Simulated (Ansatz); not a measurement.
A run of Ansatz (development build ahead of 0.2.0) on doublet PS at this shape:

```xyz
2

P     0.0000    0.0000   -0.9529
S     0.0000    0.0000    0.9529
```

Its results:

```yaml
Converged: yes
Reference_energy: -738.02170 hartree
Correlation_energy: -0.20153 hartree
Total_energy: -738.22323 hartree
Spin_squared_of_the_determinant: 1.106
Stability_test: minimum
Occupied_orbitals_by_symmetry_in_an_Abelian_subgroup_alpha;_beta: 9 A1 4 B1 3 B2; 9 A1 3 B1 3 B2
```

Messages of the program:
```
mean field -20082.59355948 eV, -738.0217008402 hartree, gradient 1.8e-6 eV, S^2 1.105646; 6 other ends of a descent, 0 dependent functions left out
```

Q: Which input gives this output? Name the method, the orbitals and the basis set, and write the input.

A: UHF-MP2 in def2-SVP.

```yaml
crystal:
  periodic: [false, false, false]
  atoms:
    - { symbol: P, position_ang: [0.0, 0.0, -0.95291] }
    - { symbol: S, position_ang: [0.0, 0.0, 0.95291] }
basis:
  gaussian: { orbitals: def2-SVP }
magnetization:
  spin_polarized: true
  initial_magnetization: 1
hamiltonian:
  xc: hf
correlation:
  method: mp2
  frozen_orbitals: { P: 5, S: 5 }
```

Caution: the unrestricted determinant is spin contaminated.
